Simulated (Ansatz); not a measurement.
Process, species as SMILES: N=C=O + 4 [H][H] (H2) → C (CH4) + N (NH3) + O (H2O)
B3LYP-D3(BJ)/def2-TZVP geometries, fixed; electronic energies without zero-point terms.
Largest species:
```
C
H 1 1.0892
H 1 1.0892 2 109.47
H 1 1.0892 2 109.47 3 120.00
H 1 1.0892 2 109.47 3 -120.00
```
Charge 0, spin multiplicity 1.

Basis-set convergence of the energy of full hydrogenation at HF with Ansatz (a quantum-chemistry and plane-wave program). Cartesian d functions, on some or all atoms, in 6-31G*, 6-31+G*; all else is spherical. No added dispersion term, no relativity. Functions are those of the species that has most. Reference: the value in pcseg-4, -80.97 kcal/mol, itself unsure by roughly 0.07 kcal/mol (its mean distance from aug-pcseg-3, aug-cc-pVQZ, cc-pV5Z). Deviations are taken from unrounded values.

```
basis        functions  energy of full hydrogenation (kcal/mol)
-----------  ---------  ---------------------------------------
6-31G*              47                                   -76.68
6-31+G*             59                                   -81.34
cc-pVDZ             47                                   -79.73
aug-cc-pVDZ         78                                   -87.56
def2-SVP            47                                   -82.07
def2-SVPD           71                                   -88.48
pcseg-1             47                                   -81.15
aug-pcseg-1         78                                   -81.92
6-311G**            60                                   -79.59
6-311+G**           72                                   -83.59
def2-TZVP           99                                   -77.64
def2-TZVPD         123                                   -78.96
cc-pVTZ            104                                   -79.56
aug-cc-pVTZ        161                                   -81.53
pcseg-2            104                                   -81.68
aug-pcseg-2        161                                   -81.51
def2-TZVPP         107                                   -80.62
def2-TZVPPD        131                                   -81.50
cc-pVQZ            195                                   -80.11
aug-cc-pVQZ        286                                   -80.95
def2-QZVPP         201                                   -80.77
def2-QZVPPD        225                                   -80.96
pcseg-3            213                                   -80.94
aug-pcseg-3        304                                   -80.96
```

What the diffuse functions change, pair by pair:
- 6-31G* to 6-31+G*: 12 more functions, deviation 4.29 to -0.38 kcal/mol
- cc-pVDZ to aug-cc-pVDZ: 31 more functions, deviation 1.24 to -6.59 kcal/mol
- def2-SVP to def2-SVPD: 24 more functions, deviation -1.11 to -7.51 kcal/mol
- pcseg-1 to aug-pcseg-1: 31 more functions, deviation -0.18 to -0.95 kcal/mol
- 6-311G** to 6-311+G**: 12 more functions, deviation 1.37 to -2.62 kcal/mol
- def2-TZVP to def2-TZVPD: 24 more functions, deviation 3.32 to 2.01 kcal/mol
- cc-pVTZ to aug-cc-pVTZ: 57 more functions, deviation 1.40 to -0.57 kcal/mol
- pcseg-2 to aug-pcseg-2: 57 more functions, deviation -0.71 to -0.54 kcal/mol
- def2-TZVPP to def2-TZVPPD: 24 more functions, deviation 0.35 to -0.54 kcal/mol
- cc-pVQZ to aug-cc-pVQZ: 91 more functions, deviation 0.86 to 0.02 kcal/mol
- def2-QZVPP to def2-QZVPPD: 24 more functions, deviation 0.20 to 0.00 kcal/mol
- pcseg-3 to aug-pcseg-3: 91 more functions, deviation 0.02 to 0.00 kcal/mol

They bring the value nearer the reference by more than 0.07 kcal/mol in 6 of 12 pairs.
